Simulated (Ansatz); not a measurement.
A nudged elastic band was laid between two geometries of C₂H₄Li (7 atoms, charge 0, multiplicity 2).

Computed with Ansatz, UKS PBE0-D4/STO-3G.

```yaml
movable_images: 5
climbing_image: yes
spring: 5.0 eV/Å²
optimiser: quadratic models (default)
start_path: through a guess of the saddle point
force_threshold: 0.03 eV/Å
iteration_limit: 60
end_points: relaxed
```

Initial state:

```xyz
7
Properties=species:S:1:pos:R:3
Li -2.072 -1.134 0.744
C -0.398 -0.727 -0.013
C 0.395 0.582 -0.029
H 0.212 -1.469 -0.565
H 0.587 0.903 -1.069
H -0.107 1.406 0.489
H 1.383 0.438 0.444
```

Final state:

```xyz
7
Properties=species:S:1:pos:R:3
Li -2.112 -1.245 -0.340
C -0.390 -0.706 0.194
C 0.391 0.572 -0.120
H 0.266 -1.323 0.838
H -0.157 1.277 -0.755
H 0.660 1.098 0.813
H 1.340 0.327 -0.629
```

(1) Which bonds break or form, and what moves?

(2) Give the energies along the band, and the barrier.

(3) What is the geometry of the highest image?

(4) What are the harmonic wavenumbers there?

## Answers

(1) No bond is made or broken. The dihedral Li1–C2–C3–H6 goes from 0 to 122°. The two ends are copies of one structure, up to a mirror image or an exchange of like atoms.

(2) The forces met the threshold. The highest image is number 3 of 0 to 6, 0.072 eV above the ends, which have the same energy within 2 meV. A vibrational analysis at the climbing image gives one clearly imaginary mode, 215i cm⁻¹: a first-order saddle point. Limits of this set-up: minimal basis.

```tsv
image	path coordinate (Å)	energy (eV)	dihedral Li1–C2–C3–H6 (°)
0	0.00	0.000	0
1	0.43	0.017	21
2	0.86	0.053	40
3	1.29	0.072	59
4	1.72	0.053	78
5	2.15	0.016	99
6	2.58	0.000	122
```

(3) 
```xyz
7
Properties=species:S:1:pos:R:3
Li -2.220 -1.077 0.198
C -0.366 -0.738 0.081
C 0.410 0.579 -0.069
H 0.367 -1.566 0.115
H 0.112 1.112 -0.984
H 0.196 1.261 0.768
H 1.501 0.429 -0.108
```

(4) 215i, 240, 456, 726, 1064, 1082, 1163, 1384, 1572, 1694, 1701, 3314, 3343, 3476, 3487 cm⁻¹.

Run time: 23 s on 1 thread of Intel(R) Xeon(R) Platinum 8488C (Sapphire Rapids), on a shared host, peak memory 0.12 GiB.
